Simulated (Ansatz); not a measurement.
# HPB, quartet in 6-31G: errors against full CI

Geometry: a point of a breathe scan, not a stationary point.

```csv
atom,x (Å),y (Å),z (Å)
B,0.0000,0.1123,1.8065
P,0.0000,-0.0946,-0.5942
H,0.0000,1.7012,-1.1155
```

Basis 6-31G; Ansatz 0.2.0. Only valence electrons are correlated (noble-gas cores frozen), which leaves 9 electrons in 18 orbitals. R marks a restricted (for open shells ROHF) determinant, U an unrestricted one. Active spaces: pair = (5e, 5o) about the gap; valence = (9e, 9o) chosen from the atoms' valence shells.

Full CI is exact within this basis and frozen core; it isn't the basis-set limit. The frozen core follows each run's orbitals, which can shift R against U totals by a few meV.

Unrestricted rows (U) aren't spin-pure: their determinants' ⟨S²⟩ exceeds S(S+1) by up to 0.24, so they mix in states of higher spin. For open shells CISD is restricted-active-space CI with the open shells as a complete middle space.

- UHF ⟨S²⟩: 3.993
- T1 diagnostic (RCCSD): 0.0391
- largest doubles amplitude (RCCSD): 0.112
- T1 diagnostic (UCCSD): 0.0575

| level | E − E(full CI) (kcal/mol) | share of correlation (%) | wall time |
| --- | --- | --- | --- |
| RHF | 74.13 | 0.00 | – |
| UHF | 65.90 | 11.10 | – |
| RMP2 | 25.01 | 66.27 | – |
| UMP2 | 28.77 | 61.19 | – |
| CISD | 7.20 | 90.28 | 0.88 s |
| RCCSD | 2.75 | 96.29 | – |
| UCCSD | 2.53 | 96.59 | – |
| RCCSD(T) | 0.88 | 98.81 | 2.2 s |
| UCCSD(T) | 0.98 | 98.67 | 1.6 s |
| BCCD(T) | 0.92 | 98.76 | 2.4 s |
| RCCSDT | 0.19 | 99.75 | – |
| UCCSDT | 0.17 | 99.76 | – |
| RCCSDT(Q) | 0.04 | 99.95 | 4.7 s |
| UCCSDT(Q) | 0.04 | 99.95 | 3.5 s |
| RCCSDTQ | 0.01 | 99.98 | 34 s |
| CASSCF (pair space) | 53.45 | 27.90 | – |
| NEVPT2 (pair space) | 16.84 | 77.28 | 0.94 s |
| MRCISD (pair space) | 4.54 | 93.88 | – |
| MRCISD+Q (pair space) | -0.12 | 100.16 | 1.4 s |
| CASSCF (valence space) | 21.59 | 70.88 | – |
| NEVPT2 (valence space) | 6.21 | 91.62 | 2.2 s |
| MRCISD (valence space) | 0.73 | 99.02 | – |
| MRCISD+Q (valence space) | 0.21 | 99.72 | 3.2 s |

The correlation energy at full CI, counted from RHF, is -3.215 eV. That run took 1.8 min on 1 thread of Arm Neoverse V2, shared host over 7,588,672 determinants.

Times hold each run's SCF and search for its determinant on a shared host, so for small cases they say little of a method's own cost; they ran on 1 thread of Arm Neoverse V2. Some runs computed forces too.

The full-CI state has the irrep A'' of Cs, in the program's axes.

Natural occupations of full CI about the gap: 1.978 1.902 1.890 0.995 0.990 0.990 0.109 0.063 0.046 0.009; effectively unpaired electrons, Σ n²(2−n)², 3.14.
